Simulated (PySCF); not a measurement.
Gas-phase reaction: vinylsilane ⇌ CH3SiH + CH2

Computed with PySCF (xtb for GFN2) and rigid-rotor harmonic-oscillator thermochemistry at 1 bar. † marks an energy on the PBE0/def2-TZVP geometry and frequencies; other levels use their own. MP2 freezes the core. Open shells (unrestricted): CH2 (multiplicity 3); the rest are closed-shell singlets. GFN2 has no spin-polarisation term. CH3SiH: computed as isolated molecules; such fragments, hydroxides, amides, oligomers or adducts are transient or little studied in the gas. MP2 isn't extrapolated to the basis-set limit; its ΔH°(298 K) is 498.4 kJ in def2-SVP and 514.2 kJ in def2-TZVPP. The harmonic model lacks anharmonicity and excited electronic states, which grow with temperature; levels with a mode under 35 cm⁻¹ are left out. Internal rotation in vinylsilane, CH3SiH is treated as a harmonic vibration of one conformer, which makes the entropy rough.

| level | ΔE electronic, kJ | ΔH°(298 K), kJ | ΔS°(298 K), J/K | ΔG°(600 K), kJ |
|---|---|---|---|---|
| GFN2-xTB | 659 | 650 | 160 | 554 |
| MP2/def2-TZVPP† | 527 | 514 | 170 | 411 |
| PBE/def2-SVP | 519 | 507 | 171 | 404 |
| r2SCAN/def2-TZVP† | 504 | 491 | 170 | 388 |
| ωB97X-V/def2-TZVP† | 532 | 519 | 170 | 416 |
ΔH° is lowest at r2SCAN/def2-TZVP† and highest at GFN2-xTB. No reference value is set beside these.
